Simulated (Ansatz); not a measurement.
Compounds of Si with 4 ligands, in which Cl is traded for H. Quantity: electronic atomisation energy to ground-state atoms, in kcal/mol. Each molecule is optimised on its own at B3LYP-D3(BJ)/def2-TZVP (Ansatz, a program for electronic structure). Correlated levels leave the core frozen unless marked. Open shells are spin-unrestricted. Spin-orbit coupling is left out. Non-relativistic. CBS marks a two-point X^-3 extrapolation of the correlation energy; Hartree-Fock from the larger set. [CCSD(T)-MP2]/basis is that difference in the basis named. The first level has limits of its own: it lacks core correlation, which all-electron functionals hold.

```json
[
 {"n(H)": "0", "species (SMILES)": "Cl[Si](Cl)(Cl)Cl", "RI-MP2/CBS(cc-pV(T+d)Z,cc-pV(Q+d)Z)+[CCSD(T)-MP2]/cc-pV(T+d)Z (Ansatz)": "387.5", "PBE/def2-TZVPD (Ansatz)": "386.6", "wB97M-V/def2-TZVPD (Ansatz)": "389.8"},
 {"n(H)": "1", "species (SMILES)": "Cl[SiH](Cl)Cl", "RI-MP2/CBS(cc-pV(T+d)Z,cc-pV(Q+d)Z)+[CCSD(T)-MP2]/cc-pV(T+d)Z (Ansatz)": "373.3", "PBE/def2-TZVPD (Ansatz)": "369.8", "wB97M-V/def2-TZVPD (Ansatz)": "374.4"},
 {"n(H)": "3", "species (SMILES)": "[SiH3]Cl", "RI-MP2/CBS(cc-pV(T+d)Z,cc-pV(Q+d)Z)+[CCSD(T)-MP2]/cc-pV(T+d)Z (Ansatz)": "?", "PBE/def2-TZVPD (Ansatz)": "?", "wB97M-V/def2-TZVPD (Ansatz)": "?"},
 {"n(H)": "4", "species (SMILES)": "[SiH4] (SiH4)", "RI-MP2/CBS(cc-pV(T+d)Z,cc-pV(Q+d)Z)+[CCSD(T)-MP2]/cc-pV(T+d)Z (Ansatz)": "325.9", "PBE/def2-TZVPD (Ansatz)": "313.5", "wB97M-V/def2-TZVPD (Ansatz)": "324.0"}
]
```

Task: Fit a straight line through the known rows at each level by least squares, predict the withheld row (n(H) = 3), and compare with the run.

Result: 
- The known rows have mean n(H) = 1.667 and Σ(n(H) - mean)² = 8.667.
- RI-MP2/CBS(cc-pV(T+d)Z,cc-pV(Q+d)Z)+[CCSD(T)-MP2]/cc-pV(T+d)Z: mean 362.23, Σ(n(H) - mean)(y - mean) = -134.27, slope -15.49 kcal/mol a step; the line gives 362.23 + (-15.49)×(3 - 1.667) = 341.6; the run gives 340.8, -0.8 from the line, whose largest residual on the known rows is 0.7.
- PBE/def2-TZVPD: mean 356.63, Σ(n(H) - mean)(y - mean) = -159.37, slope -18.39 kcal/mol a step; the line gives 356.63 + (-18.39)×(3 - 1.667) = 332.1; the run gives 331.3, -0.8 from the line, whose largest residual on the known rows is 0.9.
- wB97M-V/def2-TZVPD: mean 362.73, Σ(n(H) - mean)(y - mean) = -143.27, slope -16.53 kcal/mol a step; the line gives 362.73 + (-16.53)×(3 - 1.667) = 340.7; the run gives 339.8, -0.9 from the line, whose largest residual on the known rows is 0.6.
- PBE minus the first level along the series: -0.9, -3.5, -9.5, -12.4 kcal/mol.
